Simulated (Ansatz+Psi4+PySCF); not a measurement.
## doublet NF3(+): levels of theory in one basis

```tsv
atom	x (Å)	y (Å)	z (Å)
N	0.0000	0.0000	0.4897
F	0.0000	1.2382	-0.1270
F	1.0723	-0.6191	-0.1270
F	-1.0723	-0.6191	-0.1270
```

Basis set: cc-pVTZ (spherical functions). Correlated methods keep 4 orbitals frozen. Correlation on ROHF uses semicanonical orbitals with singles. Charge 1, multiplicity 2.

Computed with Ansatz (development build ahead of 0.2.0) and Psi4 1.11; each method stands on the lowest determinant of its kind that the runs found.

```json
{"method": "ROHF", "E − E(ROHF) (eV)": "0.00", "<S²> of the determinant": "0.75"}
{"method": "UHF", "E − E(ROHF) (eV)": "-0.22", "<S²> of the determinant": "0.79"}
{"method": "ROHF-MP2", "E − E(ROHF) (eV)": "-25.97", "<S²> of the determinant": "–"}
{"method": "UHF-MP2", "E − E(ROHF) (eV)": "-25.96", "<S²> of the determinant": "0.79"}
{"method": "ROHF-CCSD", "E − E(ROHF) (eV)": "-26.17", "<S²> of the determinant": "–"}
{"method": "UHF-CCSD", "E − E(ROHF) (eV)": "-26.18", "<S²> of the determinant": "0.79"}
{"method": "ROHF-CCSD(T)", "E − E(ROHF) (eV)": "-27.30", "<S²> of the determinant": "–"}
{"method": "UHF-CCSD(T)", "E − E(ROHF) (eV)": "-27.30", "<S²> of the determinant": "0.79"}
```
